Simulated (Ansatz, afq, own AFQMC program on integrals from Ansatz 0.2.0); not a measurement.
Be$_{2}$H$_{2}$, singlet in cc-pVDZ along one coordinate

```xyz
4

Be    0.0000    0.0000    1.1696
Be    0.0000    0.0000   -1.1696
H     0.0000    0.0000    2.6667
H     0.0000    0.0000   -2.6667
```

All coordinates are scaled about the centre. Energies in eV count from this geometry (1.111) at the same level; the start stands on RHF, each point on the determinant named.

Basis cc-pVDZ. Noble-gas cores (and the filled d shells of Ga–Kr and In–Xe) are frozen. Integrals, coupled cluster, full CI and functionals: Ansatz 0.2.0; the random walks run on the same integrals in our own AFQMC program. The CISD trial takes its coefficients from CCSD amplitudes. Released means that phaseless walkers are propagated on without the constraint, phases kept. Error bars are statistical, one sigma.

Cautions, each for one point or more: (Q) is large, so the cluster series hasn't closed; (T) is large; CCSDT(Q) on the RHF determinant differs, perhaps since the unrestricted series falls towards higher spin; CCSDT(Q) on the UHF determinant differs, perhaps since the unrestricted series falls towards higher spin; cluster runs in doubt by the program's own checks; higher spins were not checked; restricted determinant unstable towards unrestricted; strong correlation; the ph-AFQMC/CISD walk drifts between its halves; the search met a lower determinant of the same kind, perhaps of another symmetry; unrestricted determinant spin contaminated; walk and cluster series may follow different spin states.

| scale of all distances | det. | T1 | weight | ⟨S²⟩ | CCSD(T) | ph-AFQMC/CISD | released AFQMC | FCI | CCSDT(Q) | r2SCAN | B2PLYP |
| --- | --- | --- | --- | --- | --- | --- | --- | --- | --- | --- | --- |
| 0.879 | RHF | 0.006 | 0.92 | pure | 0.425 | 0.429 ± 0.006 | 0.432 ± 0.006 | 0.429 | 0.429 | 0.461 | 0.333 |
| 1.323 | RHF | 0.017 | 0.89 | pure | 2.106 | 2.087 ± 0.010 | 2.101 ± 0.010 | 2.092 | 2.093 | 2.026 | 2.156 |
| 1.502 | RHF | 0.028 | 0.84 | pure | 4.104 | 4.078 ± 0.015 | 4.093 ± 0.013 | 4.062 | 4.063 | 4.020 | 4.346§ |
| 1.775 | RHF†¶ | 0.094 | 0.22 | pure | 4.128 | 6.141 ± 0.041 | 6.137 ± 0.041* | – | 7.467 | 6.028§ | 6.460§ |
| 2.019 | UHF‡¶ | 0.095 | 0.73 | 1.50 | 6.550 | 6.591 ± 0.008 | – | – | 6.559 | 6.809§ | 7.044§ |
| 2.441 | UHF‡¶ | 0.098 | 0.73 | 1.36 | 6.600 | 6.643 ± 0.010 | 6.639 ± 0.014* | – | 6.615 | 7.349§ | 7.232§ |

Weight is that of the determinant in the CISD state; at the start T1 is 0.009 and the weight 0.91. ¶ marks points with a poor determinant and no full CI, where no value is sure; they don't count among the departures. An asterisk marks released energies that aren't shown to be converged. A dagger marks points whose determinant fills other symmetries than the start's, so the wave-function levels may follow another state there, or a degenerate partner. A double dagger marks points where the walks on two determinants ended up to 0.291 eV apart; the lower is shown. Symmetry can't show for every point that it stays on the start's state. A dash marks a missing value, a released energy that hasn't settled or a functional that sits on another state. § marks a functional whose ⟨S²⟩ is too high by over 0.1. Largest departures from full CI where it is shown: CCSD(T) 0.042 eV at 1.502 (on RHF), ph-AFQMC/CISD 0.017 eV at 1.502 (on RHF) (within the noise), released AFQMC 0.032 eV at 1.502 (on RHF), CCSDT(Q) 0.002 eV at 1.502 (on RHF), r2SCAN -0.066 eV at 1.323, B2PLYP -0.096 eV at 0.879. Functionals count only at points shown to share the start's state and spin. In this small basis the wave-function levels are far from their limit, so their gap to the functionals isn't the functionals' error.

Some points may be missing: those where a free walk finds a much lower state, and past Zn most of those on another determinant than at the start.

CCSDT and higher add their correlation energy to the determinant of the CCSD(T) run, since their own runs factorise the integrals more tightly (a shift of under 2 meV). A walk keeps the symmetry of its determinant, which the program's search chose and which needn't be the lowest solution, so a lower state of the same spin and another symmetry isn't excluded.
